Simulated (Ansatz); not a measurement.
A made-up structure of CHLiSi, singlet:

```xyz
4
angstrom
Li -1.5610 1.3023 -1.0268
C -0.9779 -0.0414 0.1718
Si 0.6694 -0.2696 0.1656
H -0.4314 0.2874 -1.4981
```

It is relaxed with PBE-D4/def2-SVP and then PBE0-D4/def2-TZVP (Ansatz 0.2.0). Atoms count as bonded within 1.22 times the sum of their covalent radii (H–H: 0.88 Å). The end point is not checked to be a true minimum.

(1) Does its bonding change? (A judgement: the text doesn't fix the answer.)

Answers

(1) The calculation gives: Yes. Formed: Li1–Si3, C2–H4; broken: Li1–H4.

Where it ends: The first stage lowers the energy by 2.72 eV in 14 steps. It ends as CHLiSi ([Li]1[CH][Si]1):
```
4
angstrom
Li -1.5887 1.5092 -0.3347
C -0.3778 -0.0443 -0.7755
Si 0.3684 0.2106 0.6707
H -0.7028 -0.3968 -1.7479
```

Labels in which every atom is bracketed show which atoms are joined, not bond orders.

For scale, one of the runs: PBE0-D4/def2-TZVP relaxation, 88 basis functions, launched by `ansatz run in.yaml --threads 2 --pin off --events-out ev --progress --plain --max-ram 4352MiB`. Hardware: 2 CPU threads of an Arm Neoverse V2, shared host. Wall time about 4.6 s.
